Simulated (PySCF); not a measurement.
Compound: silylidenephosphane, H3PSi.
InChI=1S/H3PSi/c1-2/h1H,2H2

Method: TDDFT CAM-B3LYP/def2-SVPD, vertical, gas phase, core orbitals frozen in the response in PySCF 2.14.0, density-fitted response routines. Isolated species at its GFN2-xTB geometry, gas phase.

```json
{"state": "S1", "E (eV)": "4.24", "λ (nm)": "292.3", "ν̃ (cm⁻¹)": "34210", "f": "0.149", "|μ| (D)": "3.04", "symmetry": "A′", "main configurations (H = HOMO, L = LUMO)": "H→L (93%)"}
{"state": "S2", "E (eV)": "4.52", "λ (nm)": "274.1", "ν̃ (cm⁻¹)": "36480", "f": "0.0030", "|μ| (D)": "0.42", "symmetry": "A″", "main configurations (H = HOMO, L = LUMO)": "H-1→L (97%)"}
{"state": "S3", "E (eV)": "5.39", "λ (nm)": "230.0", "ν̃ (cm⁻¹)": "43480", "f": "0.013", "|μ| (D)": "0.79", "symmetry": "A″", "main configurations (H = HOMO, L = LUMO)": "H→L+1 (84%), H→L+3 (10%)"}
{"state": "S4", "E (eV)": "5.89", "λ (nm)": "210.3", "ν̃ (cm⁻¹)": "47540", "f": "0.084", "|μ| (D)": "1.93", "symmetry": "A″", "main configurations (H = HOMO, L = LUMO)": "H→L+2 (78%), H→L+3 (17%)"}
{"state": "S5", "E (eV)": "6.11", "λ (nm)": "202.8", "ν̃ (cm⁻¹)": "49310", "f": "0.0022", "|μ| (D)": "0.31", "symmetry": "A″", "main configurations (H = HOMO, L = LUMO)": "H-2→L (95%)"}
{"state": "S6", "E (eV)": "6.49", "λ (nm)": "190.9", "ν̃ (cm⁻¹)": "52380", "f": "0.021", "|μ| (D)": "0.92", "symmetry": "A″", "main configurations (H = HOMO, L = LUMO)": "H→L+3 (40%), H→L+4 (35%), H→L+2 (10%)"}
{"state": "S7", "E (eV)": "7.09", "λ (nm)": "174.9", "ν̃ (cm⁻¹)": "57160", "f": "0.140", "|μ| (D)": "2.28", "symmetry": "A″", "main configurations (H = HOMO, L = LUMO)": "H→L+4 (58%), H→L+3 (30%)"}
{"state": "S8", "E (eV)": "7.27", "λ (nm)": "170.5", "ν̃ (cm⁻¹)": "58660", "f": "0.0048", "|μ| (D)": "0.42", "symmetry": "A″", "main configurations (H = HOMO, L = LUMO)": "H-3→L (97%)"}
```

Triplets, Tamm–Dancoff:

```
state  E (eV)  λ (nm)  main configurations (H = HOMO, L = LUMO)
   T1    2.14   580.3                                 H→L (98%)
   T2    3.83   323.4                               H-1→L (94%)
   T3    4.79   258.6                               H→L+1 (80%)
```

The lowest singlet lies at 4.24 eV (292 nm, ultraviolet) and is of moderate strength; its leading configuration is HOMO→LUMO (93%). The lowest level is also the most intense of those listed (f = 0.149). Löwdin shares by element: HOMO phosphorus 53%, silicon 35%, hydrogen 6% or more; LUMO silicon 47%, phosphorus 34%, hydrogen 16% or more. The oscillator strengths of these states sum to 0.416; summed over the whole spectrum of an exact calculation they would give the number of electrons, 32 (Thomas–Reiche–Kuhn). The listed states span 3.03 eV, and the widest gap between neighbours is 0.87 eV (S2 to S3). Of the 8 states listed, 5 reach f = 0.01 and none stays under 0.0005. Symmetry labels in Cs follow from the direction of the transition dipole and are given only for states with f of 0.002 or more. Singlets were solved by full linear response, triplets in the Tamm–Dancoff approximation.

Time: 3.1 s. Hardware: x86-64 server, one thread, no GPU (shared host).
